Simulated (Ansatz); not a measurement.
Saddle point of BH$_{2}$OF, closed shell (BH₂OF ([OH][BH][F]) → BOF + H₂; bonds formed: H2–H4; bonds broken: B1–H2, O3–H4), PBE0-D4/def2-TZVP structure:

| atom | x (Å) | y (Å) | z (Å) |
| --- | --- | --- | --- |
| B1 | -0.1594 | 0.1651 | 0.2906 |
| H2 | 0.4749 | 0.1808 | -0.9916 |
| O3 | -0.2298 | -1.0483 | 0.6590 |
| H4 | 0.3506 | -0.6990 | -0.5767 |
| F5 | -0.4364 | 1.4013 | 0.6187 |

Energies are electronic, without zero-point energy. Barriers and step energies count from the start structure reached by relaxing down the imaginary mode; all methods use the PBE0-D4 structures, on which another method's saddle can fall below an end. Program: Ansatz 0.2.0. Basis: def2-TZVPP, with def2-QZVPP for the basis limit. Cores are frozen in the correlated methods. B3LYP uses VWN-RPA correlation. Extrapolation: Hartree–Fock as exp(−7.88 √X), correlation as X^−2.97.

```
      method  barrier (eV)  step energy (eV)
       SPW92         2.347             1.632
      PBE-D4             ?             1.302
     BLYP-D4             ?             1.118
   r2SCAN-D4         2.619             1.396
      B97M-V         2.681             1.340
     PBE0-D4         2.715             1.494
    B3LYP-D4         2.754             1.311
  r2SCAN0-D4         2.822             1.538
    BHLYP-D4         3.073             1.525
CAM-B3LYP-D4         2.851             1.441
     wB97X-V             ?             1.468
     wB97M-V         2.814             1.404
      B2PLYP         2.778             1.304
    PBE-QIDH         2.857             1.521
  RPA on PBE         2.822             1.299
          HF         3.535             1.567
         MP2         2.763             1.290
        CCSD         2.991             1.435
     CCSD(T)         2.863             1.375
```

Problem. Fill in the withheld barriers. (To be estimated.)

Solution. Computed: PBE-D4 2.433; BLYP-D4 2.533; wB97X-V 2.861 eV. Each is the energy of the saddle less that of the start structure, by the same method.

For comparison, the barrier by CCSD(T) at an estimated basis limit (MP2 extrapolated from triple and quadruple zeta, plus CCSD(T) − MP2 in triple zeta) is 2.848 eV.

No T1 diagnostic of these runs exceeds 0.018.

Labels in which every atom is bracketed show which atoms are joined, not bond orders.

For scale, one of the runs: CCSD(T)/def2-TZVPP, 121 basis functions, launched by `ansatz run in.yaml --threads 2 --pin off --events-out ev --progress --plain --max-ram 4352MiB`. Hardware: 2 CPU threads of an Arm Neoverse V1, shared host. Wall time about 7 s.
